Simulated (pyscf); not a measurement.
PySCF, gas phase, ωB97X-D3(BJ)/def2-SVP geometries.

**Question.** How much does it cost (ΔH, 298 K, ωB97M-D3(BJ)/def2-TZVP) to split HO–Ge(GeH₃)(GeH₃)–GeH₂–F (SMILES [OH][Ge]([GeH3])([GeH3])[GeH2][F]) at its F–Ge bond into HO–Ge(GeH₂•)(GeH₃)–GeH₃ + F•?

**Answer.** F–Ge to HO–Ge(GeH₂•)(GeH₃)–GeH₃ + F•: 120.8 kcal/mol. The 7 functionals that were run give +118.4 (PBE0-D3(BJ)) to +123.6 kcal/mol (PBE). Other isomers of HO–Ge(GeH₂•)(GeH₃)–GeH₃ were not searched in full and may lie lower. Left out: the spin-orbit lowering of F. Elements up to Kr have no core potential and no relativistic terms here.
